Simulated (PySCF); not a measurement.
Chlorine: a sound run and one with changed settings

Sound run: Cl [Ne] 3s2 3p5, Cl⁺ [Ne] 3s2 3p4. Calculation: PySCF 2.14, in pcseg-2 (5s4p2d1f, 34 functions); no relativity, point nucleus. In the sound run the correlated levels freeze [Ne]. The sound run starts from symmetry-adapted Hartree-Fock orbitals and uses a fine grid where one is needed.

Changed run: all electrons correlated in a basis built for the valence shell.

| species | method | sound run (hartree) | changed run (hartree) | converged |
| --- | --- | --- | --- | --- |
| Cl | MP2 | -459.62602 | -459.68095 | yes |
| Cl | CCSD(T) | -459.65376 | -459.70668 | yes |
| Cl⁺ | MP2 | -459.16156 | -459.21626 | yes |
| Cl⁺ | CCSD(T) | -459.18992 | -459.24279 | yes |

Ionisation energy of Cl:

| method | sound run (eV) | changed run (eV) |
| --- | --- | --- |
| UHF | 11.794 | 11.794 |
| MP2 | 12.638 | 12.645 |
| SCS-MP2 | 12.636 | 12.640 |
| CCSD | 12.598 | 12.598 |
| CCSD(T) | 12.622 | 12.623 |

A valence basis has no tight correlating functions, so it recovers only part of the core correlation, and not evenly between atom and ion.

For comparison, NIST gives 12.968 eV between the lowest levels.
